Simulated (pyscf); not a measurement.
Multi-bond step: :Si=S [singlet] + hydrogen (H₂) + hydrogen chloride (HCl) → :HSi–SH [singlet] + hydrogen chloride (HCl)

Gas phase, singlet surface, charge 0. Bonds broken: H3–H4, Cl5–H6. Bonds formed: S1–H6, Si2–H4, H3–Cl5. Optimised with ωB97X-D3(BJ)/def2-SVP in PySCF.

Transition state (Å):

```xyz
6

S      1.1357     1.1247     1.0791
Si     0.9358     1.6661    -0.8539
H     -0.3273    -0.3358    -0.7609
H     -0.0895     0.2999    -1.3647
Cl    -0.6539    -1.4087     0.5212
H      0.2564    -0.2024     0.9920
```

One imaginary mode, 1324i cm⁻¹; descent along it reached the two sides named, in the forms told below.

```
bond    change  reactant side (Å)  saddle  product side
------  ------  -----------------  ------  ------------
H3–H4   breaks              0.761   0.908         1.879
Cl5–H6  breaks              1.290   1.583         2.571
S1–H6    forms                2.8   1.594         1.351
Si2–H4   forms                3.5   1.783         1.536
H3–Cl5   forms                3.0   1.703         1.290
```

Electronic energies relative to the separated reactants (eV):

```tsv
level	barrier	reaction energy	reverse barrier
ωB97X-D3(BJ)/def2-TZVP	0.89	-0.13	1.02
PBE/def2-TZVP	0.41	-0.02	0.43
r²SCAN/def2-TZVP	0.53	-0.01	0.54
B3LYP-D3(BJ)/def2-TZVP	0.72	+0.01	0.71
PBE0-D3(BJ)/def2-TZVP	0.53	-0.14	0.67
M06-2X/def2-TZVP	0.98	+0.05	0.93
ωB97M-D3(BJ)/def2-TZVP	0.98	-0.01	0.99
HF/def2-TZVP	2.01	-0.05	2.05
```

With ωB97M-D3(BJ)/def2-TZVP energies and thermal terms (ideal gas, 1 atm, RRHO with modes under 100 cm⁻¹ raised to 100, one conformer, R ln 2 for chiral ones without a mode under 150 cm⁻¹), in eV:

| T (K) | ΔH‡ | ΔG‡ | ΔH | ΔG |
|---|---|---|---|---|
| 298 | 0.95 | 1.68 | +0.08 | +0.38 |
| 600 | 0.93 | 2.44 | +0.05 | +0.70 |
| 900 | 0.96 | 3.20 | +0.06 | +1.02 |
| 1200 | 1.00 | 3.94 | +0.07 | +1.34 |

On the reactant side the descent ends in a complex (not fully relaxed), 0.20 eV under the separated species and 1.09 eV under the saddle at ωB97X-D3(BJ)/def2-TZVP. :HSi–SH [singlet] lies 0.40 eV over its isomer H₂Si=S (electronic energy, ωB97M-D3(BJ)/def2-TZVP). This is the saddle that the search found; another between the same sides may lie lower.
